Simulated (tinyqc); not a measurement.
Worked calculation (part 1 of 2): UKS/exchange-only LDA in the sto-6g basis, for H2O+, spin multiplicity 2. Computed by tinyqc, a small Python program that keeps every step (integrals from PySCF). Settings: charge = 1, multiplicity = 2, basis = sto-6g, energy threshold = 1e-08, iteration cap = 64, orthogonalisation = symmetric, start = core, DIIS depth = 0, method = UKS, functional = Slater exchange alone, grid = [10, 14]. Command: `OMP_NUM_THREADS=1 python tinyqc.py 22776 22777 out.jsonl` (the two numbers bound the seeds that draw the settings). One thread of a shared host (Intel(R) Xeon(R) Processor @ 2.60GHz), about 2 s of CPU time with the checks. Later iterations appear only in the table of the cycle.

## One-electron integrals

Geometry (angstrom):
```
atom         x          y         z
O     0.000000   0.000000  0.000000
H     0.000000   0.802000  0.629000
H     0.000000  -0.802000  0.629000
```

Basis sto-6g: exponents (1/bohr^2) and contraction coefficients of normalised primitives:
```
element  l (shell)     exponent  coefficient
O            s (1)  1355.584234     0.009164
O            s (1)   248.544885     0.049361
O            s (1)    69.533902     0.168538
O            s (1)    23.886772     0.370563
O            s (1)     9.275933     0.416492
O            s (1)     3.820341     0.130334
O            s (2)    52.187762    -0.013253
O            s (2)    10.329320    -0.046992
O            s (2)     3.210345    -0.033785
O            s (2)     1.235135     0.250242
O            s (2)     0.536420     0.595117
O            s (2)     0.245881     0.240706
O            p (3)    52.187762     0.003760
O            p (3)    10.329320     0.037679
O            p (3)     3.210345     0.173897
O            p (3)     1.235135     0.418036
O            p (3)     0.536420     0.425860
O            p (3)     0.245881     0.101708
H            s (1)    35.523221     0.009164
H            s (1)     6.513144     0.049361
H            s (1)     1.822143     0.168538
H            s (1)     0.625955     0.370563
H            s (1)     0.243077     0.416492
H            s (1)     0.100112     0.130334
```

Overlap, kinetic and nuclear-attraction integrals over the contracted functions; the nuclear repulsion is the sum of Za Zb / Rab.

nuclear repulsion = 8.63694021 hartree

overlap S, order 1O 1s, 1O 2s, 1O 2px, 1O 2py, 1O 2pz, 2H 1s, 3H 1s:
```
[[1.000000, 0.231145, 0.000000, 0.000000, 0.000000, 0.048072, 0.048072],
 [0.231145, 1.000000, 0.000000, 0.000000, 0.000000, 0.437092, 0.437092],
 [0.000000, 0.000000, 1.000000, 0.000000, 0.000000, 0.000000, 0.000000],
 [0.000000, 0.000000, 0.000000, 1.000000, 0.000000, 0.291500, -0.291500],
 [0.000000, 0.000000, 0.000000, 0.000000, 1.000000, 0.228621, 0.228621],
 [0.048072, 0.437092, 0.000000, 0.291500, 0.228621, 1.000000, 0.220757],
 [0.048072, 0.437092, 0.000000, -0.291500, 0.228621, 0.220757, 1.000000]]
```

kinetic energy T (hartree), order 1O 1s, 1O 2s, 1O 2px, 1O 2py, 1O 2pz, 2H 1s, 3H 1s:
```
[[29.327197, -0.896024, 0.000000, 0.000000, 0.000000, -0.004349, -0.004349],
 [-0.896024, 0.842618, 0.000000, 0.000000, 0.000000, 0.099976, 0.099976],
 [0.000000, 0.000000, 2.531309, 0.000000, 0.000000, 0.000000, 0.000000],
 [0.000000, 0.000000, 0.000000, 2.531309, 0.000000, 0.186376, -0.186376],
 [0.000000, 0.000000, 0.000000, 0.000000, 2.531309, 0.146173, 0.146173],
 [-0.004349, 0.099976, 0.000000, 0.186376, 0.146173, 0.768522, 0.000932],
 [-0.004349, 0.099976, 0.000000, -0.186376, 0.146173, 0.000932, 0.768522]]
```

nuclear attraction V (hartree), order 1O 1s, 1O 2s, 1O 2px, 1O 2py, 1O 2pz, 2H 1s, 3H 1s:
```
[[-62.296694, -6.391297, 0.000000, 0.000000, -0.017878, -1.521672, -1.521672],
 [-6.391297, -10.029176, 0.000000, 0.000000, -0.202921, -3.457244, -3.457244],
 [0.000000, 0.000000, -9.956269, 0.000000, 0.000000, 0.000000, 0.000000],
 [0.000000, 0.000000, 0.000000, -10.090931, 0.000000, -2.050890, 2.050890],
 [-0.017878, -0.202921, 0.000000, 0.000000, -10.039101, -1.670150, -1.670150],
 [-1.521672, -3.457244, 0.000000, -2.050890, -1.670150, -5.603608, -1.360704],
 [-1.521672, -3.457244, 0.000000, 2.050890, -1.670150, -1.360704, -5.603608]]
```

core Hamiltonian H = T + V (hartree), order 1O 1s, 1O 2s, 1O 2px, 1O 2py, 1O 2pz, 2H 1s, 3H 1s:
```
[[-32.969497, -7.287322, 0.000000, 0.000000, -0.017878, -1.526021, -1.526021],
 [-7.287322, -9.186558, 0.000000, 0.000000, -0.202921, -3.357268, -3.357268],
 [0.000000, 0.000000, -7.424960, 0.000000, 0.000000, 0.000000, 0.000000],
 [0.000000, 0.000000, 0.000000, -7.559623, 0.000000, -1.864514, 1.864514],
 [-0.017878, -0.202921, 0.000000, 0.000000, -7.507792, -1.523977, -1.523977],
 [-1.526021, -3.357268, 0.000000, -1.864514, -1.523977, -4.835086, -1.359772],
 [-1.526021, -3.357268, 0.000000, 1.864514, -1.523977, -1.359772, -4.835086]]
```

## Two-electron integrals

Functions are numbered as in S; the eight-fold symmetry (ij|kl) = (ji|kl) = (kl|ij) leaves the list below.

Two-electron integrals (ij|kl) in chemists' order, unique and non-zero (hartree):
```
(11|11) 4.787491    (21|11) 0.675884    (21|21) 0.121505    (22|11) 1.117379
(22|21) 0.249212    (22|22) 0.817383    (31|31) 0.025762    (32|31) 0.039145
(32|32) 0.180664    (33|11) 1.117381    (33|21) 0.249212    (33|22) 0.817382
(33|33) 0.880663    (41|41) 0.025762    (42|41) 0.039145    (42|42) 0.180664
(43|43) 0.047461    (44|11) 1.117381    (44|21) 0.249212    (44|22) 0.817382
(44|33) 0.785741    (44|44) 0.880663    (51|51) 0.025762    (52|51) 0.039145
(52|52) 0.180664    (53|53) 0.047461    (54|54) 0.047461    (55|11) 1.117381
(55|21) 0.249212    (55|22) 0.817382    (55|33) 0.785741    (55|44) 0.785741
(55|55) 0.880663    (61|11) 0.149906    (61|21) 0.025828    (61|22) 0.051812
(61|33) 0.051700    (61|41) 0.000994    (61|42) 0.001941    (61|44) 0.051907
(61|51) 0.000779    (61|52) 0.001522    (61|54) 0.000162    (61|55) 0.051828
(61|61) 0.005596    (62|11) 0.362448    (62|21) 0.081959    (62|22) 0.297390
(62|33) 0.292464    (62|41) 0.005160    (62|42) 0.037994    (62|44) 0.301614
(62|51) 0.004047    (62|52) 0.029798    (62|54) 0.007176    (62|55) 0.298092
(62|61) 0.017513    (62|62) 0.134300    (63|31) 0.009130    (63|32) 0.051315
(63|43) 0.007847    (63|53) 0.006154    (63|63) 0.019052    (64|11) 0.205176
(64|21) 0.047057    (64|22) 0.182123    (64|33) 0.173907    (64|41) 0.011731
(64|42) 0.073320    (64|44) 0.195146    (64|51) 0.002040    (64|52) 0.017258
(64|54) 0.010504    (64|55) 0.177318    (64|61) 0.010518    (64|62) 0.100007
(64|64) 0.092731    (65|11) 0.160917    (65|21) 0.036906    (65|22) 0.142837
(65|33) 0.136393    (65|41) 0.002040    (65|42) 0.017258    (65|44) 0.140742
(65|51) 0.010730    (65|52) 0.064850    (65|54) 0.011258    (65|55) 0.151377
(65|61) 0.008249    (65|62) 0.078434    (65|64) 0.057786    (65|65) 0.064373
(66|11) 0.503813    (66|21) 0.116045    (66|22) 0.481357    (66|33) 0.462109
(66|41) 0.009534    (66|42) 0.095768    (66|44) 0.497861    (66|51) 0.007477
(66|52) 0.075110    (66|54) 0.028040    (66|55) 0.484101    (66|61) 0.025058
(66|62) 0.274644    (66|64) 0.233542    (66|65) 0.183164    (66|66) 0.774999
(71|11) 0.149906    (71|21) 0.025828    (71|22) 0.051812    (71|33) 0.051700
(71|41) -0.000994   (71|42) -0.001941   (71|44) 0.051907    (71|51) 0.000779
(71|52) 0.001522    (71|54) -0.000162   (71|55) 0.051828    (71|61) 0.005513
(71|62) 0.016929    (71|64) 0.009254    (71|65) 0.007974    (71|66) 0.023906
(71|71) 0.005596    (72|11) 0.362448    (72|21) 0.081959    (72|22) 0.297390
(72|33) 0.292464    (72|41) -0.005160   (72|42) -0.037994   (72|44) 0.301614
(72|51) 0.004047    (72|52) 0.029798    (72|54) -0.007176   (72|55) 0.298092
(72|61) 0.016929    (72|62) 0.108823    (72|64) 0.055864    (72|65) 0.061786
(72|66) 0.182241    (72|71) 0.017513    (72|72) 0.134300    (73|31) 0.009130
(73|32) 0.051315    (73|43) -0.007847   (73|53) 0.006154    (73|63) 0.014949
(73|73) 0.019052    (74|11) -0.205176   (74|21) -0.047057   (74|22) -0.182123
(74|33) -0.173907   (74|41) 0.011731    (74|42) 0.073320    (74|44) -0.195146
(74|51) -0.002040   (74|52) -0.017258   (74|54) 0.010504    (74|55) -0.177318
(74|61) -0.009254   (74|62) -0.055864   (74|64) -0.014238   (74|65) -0.031014
(74|66) -0.083162   (74|71) -0.010518   (74|72) -0.100007   (74|74) 0.092731
(75|11) 0.160917    (75|21) 0.036906    (75|22) 0.142837    (75|33) 0.136393
(75|41) -0.002040   (75|42) -0.017258   (75|44) 0.140742    (75|51) 0.010730
(75|52) 0.064850    (75|54) -0.011258   (75|55) 0.151377    (75|61) 0.007974
(75|62) 0.061786    (75|64) 0.031014    (75|65) 0.049465    (75|66) 0.113260
(75|71) 0.008249    (75|72) 0.078434    (75|74) -0.057786   (75|75) 0.064373
(76|11) 0.135141    (76|21) 0.030867    (76|22) 0.121193    (76|33) 0.118414
(76|44) 0.120732    (76|51) 0.002414    (76|52) 0.020969    (76|55) 0.124433
(76|61) 0.006526    (76|62) 0.054308    (76|64) 0.034908    (76|65) 0.035668
(76|66) 0.114691    (76|71) 0.006526    (76|72) 0.054308    (76|74) -0.034908
(76|75) 0.035668    (76|76) 0.026982    (77|11) 0.503813    (77|21) 0.116045
(77|22) 0.481357    (77|33) 0.462109    (77|41) -0.009534   (77|42) -0.095768
(77|44) 0.497861    (77|51) 0.007477    (77|52) 0.075110    (77|54) -0.028040
(77|55) 0.484101    (77|61) 0.023906    (77|62) 0.182241    (77|64) 0.083162
(77|65) 0.113260    (77|66) 0.325317    (77|71) 0.025058    (77|72) 0.274644
(77|74) -0.233542   (77|75) 0.183164    (77|76) 0.114691    (77|77) 0.774999
```

## Orthogonalisation

S = U s U^T; symmetric (Loewdin) form X = U s^(-1/2) U^T, so that X^T S X = 1.

eigenvalues of S: [0.382462, 0.462857, 0.887256, 1.000000, 1.093551, 1.316386, 1.857487]

X, order 1O 1s, 1O 2s, 1O 2px, 1O 2py, 1O 2pz, 2H 1s, 3H 1s:
```
[[1.022629, -0.135965, 0.000000, 0.000000, -0.008358, 0.018910, 0.018910],
 [-0.135965, 1.203252, 0.000000, 0.000000, 0.093556, -0.262314, -0.262314],
 [0.000000, 0.000000, 1.000000, 0.000000, 0.000000, 0.000000, 0.000000],
 [0.000000, 0.000000, 0.000000, 1.093353, 0.000000, -0.204327, 0.204327],
 [-0.008358, 0.093556, 0.000000, 0.000000, 1.047990, -0.134993, -0.134993],
 [0.018910, -0.262314, 0.000000, -0.204327, -0.134993, 1.171421, -0.076671],
 [0.018910, -0.262314, 0.000000, 0.204327, -0.134993, -0.076671, 1.171421]]
```

## Starting guess

The start is the orbitals of the core Hamiltonian; D(s) = C_occ C_occ^T for each spin.

D(alpha) at the start, order 1O 1s, 1O 2s, 1O 2px, 1O 2py, 1O 2pz, 2H 1s, 3H 1s:
```
[[1.063037, -0.289077, 0.000000, 0.000000, -0.024175, 0.040644, 0.040644],
 [-0.289077, 1.318795, 0.000000, 0.000000, 0.149897, -0.179750, -0.179750],
 [0.000000, 0.000000, 1.000000, 0.000000, 0.000000, 0.000000, 0.000000],
 [0.000000, 0.000000, 0.000000, 1.161069, 0.000000, -0.172322, 0.172322],
 [-0.024175, 0.149897, 0.000000, 0.000000, 1.083652, -0.116097, -0.116097],
 [0.040644, -0.179750, 0.000000, -0.172322, -0.116097, 0.058660, 0.007509],
 [0.040644, -0.179750, 0.000000, 0.172322, -0.116097, 0.007509, 0.058660]]
```

D(beta) at the start, order 1O 1s, 1O 2s, 1O 2px, 1O 2py, 1O 2pz, 2H 1s, 3H 1s:
```
[[1.063037, -0.289077, 0.000000, 0.000000, -0.024175, 0.040644, 0.040644],
 [-0.289077, 1.318795, 0.000000, 0.000000, 0.149897, -0.179750, -0.179750],
 [0.000000, 0.000000, 0.000000, 0.000000, 0.000000, 0.000000, 0.000000],
 [0.000000, 0.000000, 0.000000, 1.161069, 0.000000, -0.172322, 0.172322],
 [-0.024175, 0.149897, 0.000000, 0.000000, 1.083652, -0.116097, -0.116097],
 [0.040644, -0.179750, 0.000000, -0.172322, -0.116097, 0.058660, 0.007509],
 [0.040644, -0.179750, 0.000000, 0.172322, -0.116097, 0.007509, 0.058660]]
```

## Iteration 1: exchange-correlation on the grid

Becke grid with 10 radial and 14 angular points per atom, points of zero weight dropped. rho = sum D_ij phi_i phi_j; V_xc,ij = sum w v_xc phi_i phi_j; v_xc is d(rho eps)/d rho(s) for spin s.

The 16 grid points with the largest w rho, of 416 (bohr, atomic units):
```
x                  y          z         w  rho(alpha)  rho(beta)     eps_xc  v_xc(alpha)
0.687448    0.687448  -0.687448  0.853812    0.169976   0.129158  -0.495987    -0.687273
0.687448   -0.687448  -0.687448  0.853812    0.169976   0.129158  -0.495987    -0.687273
-0.687448   0.687448  -0.687448  0.853812    0.169976   0.129158  -0.495987    -0.687273
-0.687448  -0.687448  -0.687448  0.853812    0.169976   0.129158  -0.495987    -0.687273
0.000000    0.000000  -1.190694  0.760537    0.165772   0.165772  -0.511170    -0.681560
0.000000    0.000000   1.190694  0.679817    0.172953   0.172953  -0.518447    -0.691262
0.000000    0.000000   0.663242  0.155851    0.623203   0.623203  -0.794825    -1.059767
0.000000    1.190694   0.000000  0.570312    0.166030   0.166030  -0.511435    -0.681913
0.000000   -1.190694   0.000000  0.570312    0.166030   0.166030  -0.511435    -0.681913
0.000000    0.663242   0.000000  0.155111    0.603958   0.603958  -0.786558    -1.048744
0.000000   -0.663242   0.000000  0.155111    0.603958   0.603958  -0.786558    -1.048744
-0.382923   0.382923   0.382923  0.174477    0.602746   0.466673  -0.757989    -1.048042
-0.382923  -0.382923   0.382923  0.174477    0.602746   0.466673  -0.757989    -1.048042
0.382923   -0.382923   0.382923  0.174477    0.602746   0.466673  -0.757989    -1.048042
0.382923    0.382923   0.382923  0.174477    0.602746   0.466673  -0.757989    -1.048042
-0.687448   0.687448   0.687448  0.620609    0.164680   0.123863  -0.490214    -0.680060
```

electrons on the grid, sum of w rho = 9.000776

E_xc = sum of w rho eps_xc = -8.41871481 hartree

V_xc(alpha) (hartree), order 1O 1s, 1O 2s, 1O 2px, 1O 2py, 1O 2pz, 2H 1s, 3H 1s:
```
[[-2.852928, -0.363634, 0.000000, 0.000000, -0.001007, -0.083240, -0.083240],
 [-0.363634, -0.773629, 0.000000, 0.000000, -0.003122, -0.239769, -0.239769],
 [0.000000, 0.000000, -0.769172, 0.000000, 0.000000, 0.000000, 0.000000],
 [0.000000, 0.000000, 0.000000, -0.772995, 0.000000, -0.132661, 0.132661],
 [-0.001007, -0.003122, 0.000000, 0.000000, -0.778601, -0.104164, -0.104164],
 [-0.083240, -0.239769, 0.000000, -0.132661, -0.104164, -0.230494, -0.076569],
 [-0.083240, -0.239769, 0.000000, 0.132661, -0.104164, -0.076569, -0.230494]]
```

V_xc(beta) (hartree), order 1O 1s, 1O 2s, 1O 2px, 1O 2py, 1O 2pz, 2H 1s, 3H 1s:
```
[[-2.832441, -0.350158, 0.000000, 0.000000, -0.001131, -0.080743, -0.080743],
 [-0.350158, -0.701970, 0.000000, 0.000000, -0.004495, -0.220280, -0.220280],
 [0.000000, 0.000000, -0.629127, 0.000000, 0.000000, 0.000000, 0.000000],
 [0.000000, 0.000000, 0.000000, -0.734364, 0.000000, -0.125596, 0.125596],
 [-0.001131, -0.004495, 0.000000, 0.000000, -0.742509, -0.099009, -0.099009],
 [-0.080743, -0.220280, 0.000000, -0.125596, -0.099009, -0.215139, -0.070602],
 [-0.080743, -0.220280, 0.000000, 0.125596, -0.099009, -0.070602, -0.215139]]
```

## Iteration 1: building the Kohn-Sham matrix

J_ij = sum D_kl (ij|kl) with D = D(alpha) + D(beta); F = H + J + V_xc; E = tr D H + tr D J / 2 + E_xc + E_nn.

Coulomb J (hartree), order 1O 1s, 1O 2s, 1O 2px, 1O 2py, 1O 2pz, 2H 1s, 3H 1s:
```
[[17.695526, 3.141387, 0.000000, 0.000000, 0.004463, 0.672725, 0.672725],
 [3.141387, 8.052406, 0.000000, 0.000000, -0.003586, 2.830071, 2.830071],
 [0.000000, 0.000000, 7.993398, 0.000000, 0.000000, 0.000000, 0.000000],
 [0.000000, 0.000000, 0.000000, 8.080946, 0.000000, 1.698065, -1.698065],
 [0.004463, -0.003586, 0.000000, 0.000000, 8.082870, 1.328928, 1.328928],
 [0.672725, 2.830071, 0.000000, 1.698065, 1.328928, 4.374337, 1.122577],
 [0.672725, 2.830071, 0.000000, -1.698065, 1.328928, 1.122577, 4.374337]]
```

F(alpha) (hartree), order 1O 1s, 1O 2s, 1O 2px, 1O 2py, 1O 2pz, 2H 1s, 3H 1s:
```
[[-18.126898, -4.509569, 0.000000, 0.000000, -0.014422, -0.936536, -0.936536],
 [-4.509569, -1.907781, 0.000000, 0.000000, -0.209628, -0.766967, -0.766967],
 [0.000000, 0.000000, -0.200735, 0.000000, 0.000000, 0.000000, 0.000000],
 [0.000000, 0.000000, 0.000000, -0.251671, 0.000000, -0.299110, 0.299110],
 [-0.014422, -0.209628, 0.000000, 0.000000, -0.203523, -0.299213, -0.299213],
 [-0.936536, -0.766967, 0.000000, -0.299110, -0.299213, -0.691243, -0.313764],
 [-0.936536, -0.766967, 0.000000, 0.299110, -0.299213, -0.313764, -0.691243]]
```

F(beta) (hartree), order 1O 1s, 1O 2s, 1O 2px, 1O 2py, 1O 2pz, 2H 1s, 3H 1s:
```
[[-18.106411, -4.496092, 0.000000, 0.000000, -0.014546, -0.934039, -0.934039],
 [-4.496092, -1.836123, 0.000000, 0.000000, -0.211001, -0.747478, -0.747478],
 [0.000000, 0.000000, -0.060690, 0.000000, 0.000000, 0.000000, 0.000000],
 [0.000000, 0.000000, 0.000000, -0.213041, 0.000000, -0.292045, 0.292045],
 [-0.014546, -0.211001, 0.000000, 0.000000, -0.167431, -0.294058, -0.294058],
 [-0.934039, -0.747478, 0.000000, -0.292045, -0.294058, -0.675888, -0.307796],
 [-0.934039, -0.747478, 0.000000, 0.292045, -0.294058, -0.307796, -0.675888]]
```

total energy of this density = -73.34213486 hartree
